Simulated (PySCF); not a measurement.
Choosing a basis for TDDFT

Species: allene, C3H4.
Cartesian coordinates in Å at the PBE0-D3(BJ)/def2-SVP level; atoms count from 1:
```
atom  x, y, z in Å
C1     1.304    0.162   -0.122
C2     0.013   -0.015   -0.010
C3    -1.278   -0.192    0.103
H4     1.898   -0.425   -0.831
H5     1.829    0.903    0.489
H6    -1.983    0.381   -0.509
H7    -1.692   -0.916    0.812
```

TDDFT with PBE0 (PySCF), vertical singlets, core orbitals frozen in the response, spherical d and f functions. Isolated species at its PBE0-D3(BJ)/def2-SVP geometry, gas phase.

Problem. Compare 6-31G*, 6-31+G*, def2-SVP, def2-SVPD, aug-cc-pVDZ, def2-TZVP, def2-TZVPD and aug-cc-pVTZ for this molecule.

Solution. 

```
      basis  functions  diffuse  S1 (eV)  S2 (eV)  S3 (eV)  S4 (eV)  S5 (eV)  LUMO (eV)  α (au)
     6-31G*         50       no     6.05     6.33     7.63     8.58     9.68       0.74    30.7
    6-31+G*         62      yes     5.89     6.15     7.14     7.14     7.23       0.18    36.3
   def2-SVP         62       no     6.00     6.26     7.51     8.41     8.90       0.45    32.8
  def2-SVPD         92      yes     5.93     6.18     7.32     7.32     7.34       0.24    39.8
aug-cc-pVDZ        105      yes     5.85     6.09     6.65     6.65     7.10       0.05    41.1
  def2-TZVP        117       no     5.91     6.15     7.30     8.04     8.24       0.26    37.9
 def2-TZVPD        147      yes     5.88     6.12     6.93     6.93     7.24       0.19    41.0
aug-cc-pVTZ        230      yes     5.84     6.07     6.65     6.65     7.08       0.00    41.4
```

States are compared by their number. Against the largest diffuse basis here (aug-cc-pVTZ, itself not a converged limit), sets without diffuse functions differ by up to 0.21 eV in S1 and 2.61 eV in S5; the smaller diffuse sets differ by up to 0.08 and 0.26 eV. State by state, the largest deviation of a set without diffuse functions is S1 0.21, S2 0.26, S3 0.98, S4 1.93, S5 2.61 eV. The same number needn't mean the same state in each row. Against aug-cc-pVTZ the polarisability deviates by -26% in 6-31G*, -12% in 6-31+G*, -21% in def2-SVP, -4% in def2-SVPD, -1% in aug-cc-pVDZ, -8% in def2-TZVP, -1% in def2-TZVPD. A single + in a Pople set puts diffuse functions on heavy atoms only.
